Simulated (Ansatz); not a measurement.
CH2 (SMILES [CH2], charge +1) moved off its minimum; all values from Ansatz (a quantum-chemistry and plane-wave program), cores frozen in correlated methods. Open shells are unrestricted.
(charge 1, multiplicity 2)
```xyz
3

C      0.0425    -0.0232     0.0679
H     -1.0741    -0.1348    -0.3132
H      1.0589    -0.0506    -0.2227
```

Question: Give the forces (eV/Å), the total energy and the dipole at CCSD(T)/aug-cc-pVTZ.

Answer: 
```json
[
 {"atom": "C1", "Fx": "-3.645", "Fy": "-0.141", "Fz": "-0.142"},
 {"atom": "H2", "Fx": "2.287", "Fy": "0.204", "Fz": "0.662"},
 {"atom": "H3", "Fx": "1.358", "Fy": "-0.063", "Fz": "-0.519"}
]
```
Energy -38.6945 hartree.
